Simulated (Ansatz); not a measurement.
**C2H3F2N: from a rough start to a minimum**

Aim: relax C2H3F2N from a cheap starting geometry, check the end point by its vibrations and derive ideal-gas thermochemistry, and look at its orbitals and charge.

The runs use Ansatz 0.2.0, Gaussian basis; RKS PBE0-D4/def2-TZVP.

Levels to be run: relaxation at PBE-D4/def2-SVP; relaxation at PBE0-D4/def2-TZVP; harmonic vibrations at the same level; a single point in def2-TZVPP for the fields.

## 1. The system as given

SMILES `FC=NCF`, 8 atoms, charge 0, spin multiplicity 1.

Atoms are counted from 1 here; the program's logs count them from 0.

Bond lengths: F1–C2 1.297 Å, C2–N3 1.259 Å, C2–H6 1.109 Å, N3–C4 1.465 Å, C4–F5 1.344 Å, C4–H7 1.134 Å, C4–H8 1.061 Å. Angles: F1–C2–N3 117.9°, F1–C2–H6 120.4°, N3–C2–H6 121.7°, C2–N3–C4 116.9°, N3–C4–F5 110.0°, N3–C4–H7 107.4°, N3–C4–H8 113.3°, F5–C4–H7 106.6°, F5–C4–H8 110.7°, H7–C4–H8 108.6°.

The start is a force-field geometry with small random shifts, so a cheaper pass at PBE-D4/def2-SVP comes first.

## 2. Geometry optimisation, PBE-D4/def2-SVP (cheap first pass)

File in.yaml:

```yaml
crystal:
  periodic: [false, false, false]
  atoms:
    - {symbol: F, position_ang: [-1.459800, 0.692800, -0.262200]}
    - {symbol: C, position_ang: [-0.729000, 0.691300, 0.809900]}
    - {symbol: N, position_ang: [0.334000, 0.017200, 0.797300]}
    - {symbol: C, position_ang: [0.710800, -0.602300, -0.475500]}
    - {symbol: F, position_ang: [0.868900, 0.343800, -1.417500]}
    - {symbol: H, position_ang: [-1.049400, 1.258700, 1.707300]}
    - {symbol: H, position_ang: [-0.160100, -1.247800, -0.808700]}
    - {symbol: H, position_ang: [1.576700, -1.210700, -0.406300]}
basis:
  gaussian: {orbitals: def2-SVP}
hamiltonian: {xc: pbe, dispersion: d4}
relax: {f_tol: 0.03, max_steps: 200}
```

The run is started by

```
$ ansatz run in.yaml --threads 2 --pin off --events-out ev --progress --plain --max-ram 4352MiB
```

Standard output, shortened:

```text
Functional definition: PBE
  name "PBE"
  cite "Perdew, Burke & Ernzerhof, Phys. Rev. Lett. 77, 3865 (1996) doi:10.1103/PhysRevLett.77.3865"
  parent pbe
[...]
958 factors; their error is unknown
[...]
mean field -9028.93358111 eV, -331.8071890748 hartree, gradient 2.1e-5 eV, S^2 0.000000; 0 other end points of the search recorded, 0 dependent functions left out
[...]
reference -9028.93360471 eV, -331.8071899421 hartree; 20, 20 occupied and 65, 65 virtual orbitals, 958 factors
relax step   1: F+E_penalty+E_count = -9029.05324049 eV  Δ(F+E_penalty+E_count) = +0.000e0 eV  max|allowed force component| = 3.050e0 eV/Å  Δτ_max = 0.0000 Å  (27 SCF iters, accepted)
[...]
relax step   4: F+E_penalty+E_count = -9029.35718042 eV  Δ(F+E_penalty+E_count) = +2.912e-2 eV  max|allowed force component| = 1.359e0 eV/Å  Δτ_max = 0.2000 Å  (37 SCF iters, rejected (line search))
[...]
relax step   7: F+E_penalty+E_count = -9029.44033162 eV  Δ(F+E_penalty+E_count) = -2.082e-2 eV  max|allowed force component| = 5.174e-1 eV/Å  Δτ_max = 0.1479 Å  (38 SCF iters, accepted)
[...]
relax step  10: F+E_penalty+E_count = -9029.53247926 eV  Δ(F+E_penalty+E_count) = -4.030e-2 eV  max|allowed force component| = 2.115e-1 eV/Å  Δτ_max = 0.1331 Å  (36 SCF iters, accepted)
[...]
relax step  13: F+E_penalty+E_count = -9029.53405868 eV  Δ(F+E_penalty+E_count) = -3.966e-4 eV  max|allowed force component| = 4.037e-2 eV/Å  Δτ_max = 0.0113 Å  (32 SCF iters, accepted)
[...]
relax step  14: F+E_penalty+E_count = -9029.53407928 eV  Δ(F+E_penalty+E_count) = -2.060e-5 eV  max|allowed force component| = 2.320e-2 eV/Å  Δτ_max = 0.0083 Å  (32 SCF iters, accepted)
958 factors; their error is unknown
[...]
mean field -9029.41777677 eV, -331.8249829370 hartree, gradient 2.1e-5 eV, S^2 0.000000; 1 other end points of the search recorded, 0 dependent functions left out
[...]
reference -9029.41780094 eV, -331.8249838254 hartree; 20, 20 occupied and 65, 65 virtual orbitals, 958 factors
Total energy: -9029.53410346 eV, -331.8292578640 hartree
Atom 0 at    -1.110759     1.620169    -0.143440 Å, force     0.002840     0.005071    -0.000449 eV/Å
Atom 1 at    -0.747224     0.740189     0.811987 Å, force    -0.007242    -0.023195    -0.008057 eV/Å
Atom 2 at     0.003516    -0.258816     0.668631 Å, force     0.001362     0.019294    -0.001989 eV/Å
Atom 3 at     0.651062    -0.708613    -0.507973 Å, force    -0.002241    -0.004285     0.005303 eV/Å
Atom 4 at     0.435886     0.032469    -1.661109 Å, force     0.000829    -0.001547     0.001118 eV/Å
Atom 5 at    -1.207086     1.002397     1.783956 Å, force     0.006827     0.001678     0.005125 eV/Å
Atom 6 at     0.318728    -1.755666    -0.700168 Å, force    -0.001125     0.000881    -0.003712 eV/Å
Atom 7 at     1.747977    -0.729128    -0.307584 Å, force    -0.001250     0.002102     0.002661 eV/Å
Dipole moment:     0.032043    -0.136067     0.240058 e Å
```

Wall time 12 s (2 threads of AMD EPYC 9B14, shared host).

Along the way: (the energy doesn't fall at every step)

| step | energy from step 1 (eV) | largest force component (eV/Å) |
| --- | --- | --- |
| 1 | 0.0000 | 3.0497 |
| 2 | -0.2720 | 1.1108 |
| 3 | -0.3331 | 0.4375 |
| 4 | -0.3039 | 1.3591 |
| 5 | -0.3535 | 0.2238 |
| 6 | -0.3663 | 0.4258 |
| 7 | -0.3871 | 0.5174 |
| 8 | -0.4196 | 0.4748 |
| 9 | -0.4389 | 0.7596 |
| 10 | -0.4792 | 0.2114 |
| 11 | -0.4750 | 0.4235 |
| 12 | -0.4804 | 0.0530 |
| 13 | -0.4808 | 0.0404 |
| 14 | -0.4808 | 0.0232 |

Close pairs (by a distance rule), those that changed most:

| bond | before (Å) | after (Å) | change (Å) |
| --- | --- | --- | --- |
| C4–H8 | 1.061 | 1.115 | +0.055 |
| F1–C2 | 1.297 | 1.349 | +0.051 |
| N3–C4 | 1.465 | 1.416 | -0.049 |
| C4–F5 | 1.344 | 1.388 | +0.043 |
| C4–H7 | 1.134 | 1.115 | -0.019 |
| C2–H6 | 1.109 | 1.107 | -0.002 |
| C2–N3 | 1.259 | 1.258 | -0.001 |

## 3. Optimising with PBE0-D4/def2-TZVP

File in.yaml:

```yaml
crystal:
  periodic: [false, false, false]
  atoms:
    - {symbol: F, position_ang: [-1.110759, 1.620169, -0.143440]}
    - {symbol: C, position_ang: [-0.747224, 0.740189, 0.811987]}
    - {symbol: N, position_ang: [0.003516, -0.258816, 0.668631]}
    - {symbol: C, position_ang: [0.651062, -0.708613, -0.507973]}
    - {symbol: F, position_ang: [0.435886, 0.032469, -1.661109]}
    - {symbol: H, position_ang: [-1.207086, 1.002397, 1.783956]}
    - {symbol: H, position_ang: [0.318728, -1.755666, -0.700168]}
    - {symbol: H, position_ang: [1.747977, -0.729128, -0.307584]}
basis:
  gaussian: {orbitals: def2-TZVP}
hamiltonian: {xc: pbe0, dispersion: d4}
relax: {f_tol: 0.005, max_steps: 150}
```

Launched as before.

Standard output, shortened:

```text
Functional definition: PBE0
  name "PBE0"
  cite "Adamo & Barone, J. Chem. Phys. 110, 6158 (1999) doi:10.1063/1.478522"
  cite "Perdew, Burke & Ernzerhof, Phys. Rev. Lett. 77, 3865 (1996) doi:10.1103/PhysRevLett.77.3865"
  parent pbe
[...]
959 factors; their error is unknown
[...]
mean field -9040.18191821 eV, -332.2205578388 hartree, gradient 3.2e-5 eV, S^2 0.000000; 0 other end points of the search recorded, 0 dependent functions left out
[...]
reference -9040.18194011 eV, -332.2205586438 hartree; 20, 20 occupied and 153, 153 virtual orbitals, 959 factors
relax step   1: F+E_penalty+E_count = -9040.27794133 eV  Δ(F+E_penalty+E_count) = +0.000e0 eV  max|allowed force component| = 1.072e0 eV/Å  Δτ_max = 0.0000 Å  (29 SCF iters, accepted)
[...]
reference -9040.22625849 eV, -332.2221873140 hartree; 20, 20 occupied and 153, 153 virtual orbitals, 959 factors
Total energy: -9040.32270966 eV, -332.2257318292 hartree
Atom 0 at    -1.097979     1.596840    -0.144360 Å, force    -0.000027     0.000039    -0.000016 eV/Å
Atom 1 at    -0.739461     0.729550     0.805742 Å, force    -0.000158     0.000262    -0.000343 eV/Å
Atom 2 at     0.001889    -0.254266     0.669252 Å, force    -0.000453     0.000666     0.000662 eV/Å
Atom 3 at     0.648218    -0.708128    -0.497650 Å, force     0.000069    -0.000107    -0.000466 eV/Å
Atom 4 at     0.433389     0.032233    -1.641004 Å, force    -0.000096    -0.000006     0.000490 eV/Å
Atom 5 at    -1.190591     0.992976     1.758878 Å, force     0.000320    -0.000447    -0.000090 eV/Å
Atom 6 at     0.310433    -1.729706    -0.698321 Å, force     0.000124    -0.000231    -0.000159 eV/Å
Atom 7 at     1.726201    -0.716498    -0.308237 Å, force     0.000221    -0.000176    -0.000079 eV/Å
Dipole moment:     0.028879    -0.150202     0.285443 e Å
```

Wall time 17 s (2 threads of AMD EPYC 9B14, shared host).

Along the way:

| step | energy from step 1 (eV) | largest force component (eV/Å) |
| --- | --- | --- |
| 1 | 0.0000 | 1.0717 |
| 2 | -0.0416 | 0.2003 |
| 3 | -0.0424 | 0.2362 |
| 4 | -0.0446 | 0.0590 |
| 5 | -0.0447 | 0.0262 |
| 6 | -0.0447 | 0.0078 |
| 7 | -0.0447 | 0.0007 |

Distances of close pairs at the start and the end, largest changes first:

| bond | before (Å) | after (Å) | change (Å) |
| --- | --- | --- | --- |
| C4–H8 | 1.115 | 1.095 | -0.021 |
| C4–H7 | 1.115 | 1.095 | -0.021 |
| C2–H6 | 1.107 | 1.087 | -0.020 |
| C2–N3 | 1.258 | 1.239 | -0.018 |
| F1–C2 | 1.349 | 1.335 | -0.013 |
| C4–F5 | 1.388 | 1.379 | -0.009 |
| N3–C4 | 1.416 | 1.409 | -0.007 |

Mulliken charges of the relaxed molecule (report file):

| atom | value (e) |
| --- | --- |
| F1 | -0.16 |
| C2 | 0.13 |
| N3 | -0.22 |
| C4 | 0.08 |
| F5 | -0.22 |
| H6 | 0.13 |
| H7 | 0.13 |
| H8 | 0.13 |

## 4. Harmonic vibrations

File in.yaml:

```yaml
crystal:
  periodic: [false, false, false]
  atoms:
    - {symbol: F, position_ang: [-1.097979, 1.596840, -0.144360]}
    - {symbol: C, position_ang: [-0.739461, 0.729550, 0.805742]}
    - {symbol: N, position_ang: [0.001889, -0.254266, 0.669252]}
    - {symbol: C, position_ang: [0.648218, -0.708128, -0.497650]}
    - {symbol: F, position_ang: [0.433389, 0.032233, -1.641004]}
    - {symbol: H, position_ang: [-1.190591, 0.992976, 1.758878]}
    - {symbol: H, position_ang: [0.310433, -1.729706, -0.698321]}
    - {symbol: H, position_ang: [1.726201, -0.716498, -0.308237]}
basis:
  gaussian: {orbitals: def2-TZVP}
hamiltonian: {xc: pbe0, dispersion: d4}
phonons: {temperatures: {t_min: 298.15, t_max: 900, t_step: 200}}
```

Launched as before.

Standard output, shortened:

```text
Functional definition: PBE0
  name "PBE0"
  cite "Adamo & Barone, J. Chem. Phys. 110, 6158 (1999) doi:10.1063/1.478522"
  cite "Perdew, Burke & Ernzerhof, Phys. Rev. Lett. 77, 3865 (1996) doi:10.1103/PhysRevLett.77.3865"
  parent pbe
[...]
959 factors; their error is unknown
[...]
mean field -9040.22623660 eV, -332.2221865096 hartree, gradient 2.8e-5 eV, S^2 0.000000; 0 other end points of the search recorded, 0 dependent functions left out
[...]
reference -9040.22625829 eV, -332.2221873068 hartree; 20, 20 occupied and 153, 153 virtual orbitals, 959 factors
[...]
959 factors; their error is unknown
mean field -9040.22620919 eV, -332.2221855022 hartree, gradient 1.0e-6 eV, S^2 0.000000; 0 other end points of the search recorded, 0 dependent functions left out
[...]
reference -9040.22623088 eV, -332.2221862995 hartree; 20, 20 occupied and 153, 153 virtual orbitals, 959 factors
[...]
Atom 0 at    -1.097979     1.596840    -0.144360 Å, force    -0.000027     0.000044    -0.000016 eV/Å
Atom 1 at    -0.739461     0.729550     0.805742 Å, force    -0.000173     0.000267    -0.000335 eV/Å
Atom 2 at     0.001889    -0.254266     0.669252 Å, force    -0.000441     0.000654     0.000675 eV/Å
Atom 3 at     0.648218    -0.708128    -0.497650 Å, force     0.000087    -0.000100    -0.000476 eV/Å
Atom 4 at     0.433389     0.032233    -1.641004 Å, force    -0.000096    -0.000007     0.000487 eV/Å
Atom 5 at    -1.190591     0.992976     1.758878 Å, force     0.000325    -0.000447    -0.000101 eV/Å
Atom 6 at     0.310433    -1.729706    -0.698321 Å, force     0.000125    -0.000233    -0.000157 eV/Å
Atom 7 at     1.726201    -0.716498    -0.308237 Å, force     0.000200    -0.000178    -0.000077 eV/Å
Dipole moment:     0.028879    -0.150202     0.285444 e Å
Vibrations: 95.67 194.06 442.81 443.88 788.48 952.96 1010.93 1045.99 1094.86 1150.42 1297.54 1396.40 1417.29 1482.41 1844.50 3056.34 3099.66 3190.64 cm⁻¹, zero-point energy 1.488110 eV
```

It took 72 s on 2 threads of AMD EPYC 9B14, shared host.

Motions are named by where the mode's potential energy lies. Wavenumbers, unscaled:

| mode | cm⁻¹ | motion |
| --- | --- | --- |
| 1 | 96 | torsion |
| 2 | 194 | bend |
| 3 | 443 | torsion |
| 4 | 444 | bend |
| 5 | 788 | bend |
| 6 | 953 | torsion with out-of-plane bend |
| 7 | 1011 | C–N stretch with bend |
| 8 | 1046 | C–F stretch |
| 9 | 1095 | bend with torsion |
| 10 | 1150 | C–F stretch |
| 11 | 1298 | bend |
| 12 | 1396 | bend |
| 13 | 1417 | bend |
| 14 | 1482 | bend |
| 15 | 1844 | C–N stretch |
| 16 | 3056 | C–H stretch |
| 17 | 3100 | C–H stretch |
| 18 | 3191 | C–H stretch |

Ideal gas, rigid rotor and harmonic oscillator at 298.15 K and 1 bar, with symmetry number 1:

| term | value |
| --- | --- |
| zero-point energy | 143.6 kJ/mol |
| H(298) − E | 159.1 kJ/mol |
| entropy, translation | 163.4 J/(mol K) |
| entropy, rotation | 105.9 J/(mol K) |
| entropy, vibration | 33.7 J/(mol K) |
| entropy, total | 303.0 J/(mol K) |

## 5. A single point for the fields

Edit in.yaml of step 4 so:

```diff
@@ -12,4 +12,4 @@
 basis:
-  gaussian: {orbitals: def2-TZVP}
+  gaussian: {orbitals: def2-TZVPP}
 hamiltonian: {xc: pbe0, dispersion: d4}
-phonons: {temperatures: {t_min: 298.15, t_max: 900, t_step: 200}}
+output: {orbitals: {seedname: orbitals}}
```

Launched as before.

Standard output:

```text
Functional definition: PBE0
  name "PBE0"
  cite "Adamo & Barone, J. Chem. Phys. 110, 6158 (1999) doi:10.1063/1.478522"
  cite "Perdew, Burke & Ernzerhof, Phys. Rev. Lett. 77, 3865 (1996) doi:10.1103/PhysRevLett.77.3865"
  parent pbe
  parameter a = 0.25
  parameter kappa = 0.804
  parameter beta = 0.06672455060314922
  exchange = (1 - a)*pbe_x(kappa = kappa, mu = beta*pi^2/3) + a*exact_x
  correlation = pbe_c(beta = beta)
1004 factors; their error is unknown
mean field evaluation 1: about -9035.9912 eV, gradient 4.8e1 eV
mean field evaluation 2: about -9031.3937 eV, gradient 6.6e1 eV
mean field evaluation 4: about -9040.2151 eV, gradient 3.6e0 eV
mean field evaluation 8: about -9040.2550 eV, gradient 4.6e-1 eV
mean field evaluation 16: about -9040.2553 eV, gradient 6.3e-5 eV
mean field -9040.25526779 eV, -332.2232533863 hartree, gradient 6.3e-5 eV, S^2 0.000000; 0 other end points of the search recorded, 0 dependent functions left out
reference -9040.25529007 eV, -332.2232542049 hartree; 20, 20 occupied and 177, 177 virtual orbitals, 1004 factors
Total energy: -9040.35174124 eV, -332.2267987202 hartree
```

Wall time 1.9 s (2 threads of AMD EPYC 9B14, shared host).

The fields below are evaluated on a grid from the run's orbitals.

Frontier orbitals at PBE0-D4/def2-TZVPP, with the share of their density that lies nearest to each atom:

| orbital | energy (eV) | lies on |
| --- | --- | --- |
| HOMO | -8.79 | N3 68 %; F5 11 %; F1 7 % |
| LUMO | -0.24 | C2 38 %; N3 30 %; H6 13 % |

ELF in a plane through or near 6 of the atoms.

Ten even steps from ' ' (0.00) to '@' (1.00):
```
                                                        
                                                        
                                                        
                          ::--..                        
                        --####**--                      
                      ..++%%@@%%++      ++**--          
                ..    ..++@@@@%%++..::**@@@@@@++        
              ..====--::++##******--##@@@@@@@@%%..      
            ..::++**++==##====++##==##@@@@@@@@%%..      
            ..::****==::**%%**%%++++::%%@@@@##--        
              ..----::::--++==++==..====::..            
                ::==####++..  ..==####**--..            
              ..++########::  ::**++--####==            
            ..--##%%**++%%++  --%%##++%%##++..          
            ..::**##%%%%##--  ::**######++--            
              ..::--====--..    ::----::..              
                                                        
                                                        
                                                        
                                                        
```
The map spans 9.7 Å across and 7.8 Å up, centred on the molecule. Atoms in the plane (x, y in Å): F1 (1.6, -1.2), C2 (1.3, 0.1), N3 (0.2, 0.7), C4 (-1.1, 0.1), F5 (-1.1, -1.3), H6 (2.3, 0.7).

On the surface of density 0.002 e/bohr³ the electrostatic potential runs, from the 1st to the 99th percentile, from -1.08 V near F5 to 1.50 V near H6.

## 6. What came out

```
                  quantity            value
               point group               Cs
                     steps           14 + 7
shift from the start (rms)          0.542 Å
              total energy    -9040.3227 eV
           dispersion term          -96 meV
             dipole moment           1.56 D
lowest, highest wavenumber    96, 3191 cm⁻¹
         zero-point energy     143.6 kJ/mol
       entropy at 298.15 K  303.0 J/(mol K)
                HOMO, LUMO  -8.79, -0.24 eV
```

**Reading.** The relaxed geometry lies 0.54 Å (rms) from the start; the bond that changed most is N3–C4, from 1.465 to 1.409 Å. All wavenumbers are real, so the end point is a minimum. The stiffest mode, 3191 cm⁻¹, is a C–H stretch, and 2 modes under 200 cm⁻¹ make the vibrational entropy uncertain. Harmonic hybrid wavenumbers usually lie a few per cent above measured fundamentals. The largest Mulliken charge, -0.22 e, sits on F5. The HOMO lies mostly on N3 68 %; F5 11 % and the LUMO on C2 38 %; N3 30 %.
